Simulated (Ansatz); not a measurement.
```
atom    x (Å)    y (Å)   z (Å)
   C   1.3900   0.0000  0.0000
   C   0.6950   1.2038  0.0000
   C  -0.6950   1.2038  0.0000
   C  -1.3900   0.0000  0.0000
   C  -0.6950  -1.2038  0.0000
   C   0.6950  -1.2038  0.0000
   H   1.2400   2.1477  0.0000
   H  -1.2400   2.1477  0.0000
   H  -2.4800   0.0000  0.0000
   H  -1.2400  -2.1477  0.0000
   H   1.2400  -2.1477  0.0000
```

UHF-MP2 on doublet C₆H₅ was run in several spherical basis sets with Ansatz (development build ahead of 0.2.0). Frozen core: 6 orbitals. Caution for UHF-MP2: the unrestricted determinant is spin contaminated.

Problem. Rank the basis sets by the total energy that they give, lowest first, with the distance from the lowest.
A. cc-pVDZ
B. 6-31G(d)
C. def2-SVP

Solution. A (0.00 eV), B (1.37 eV), C (5.18 eV).

Totals follow the description of the cores as much as that of the bonds, so this order isn't one of quality for chemistry.
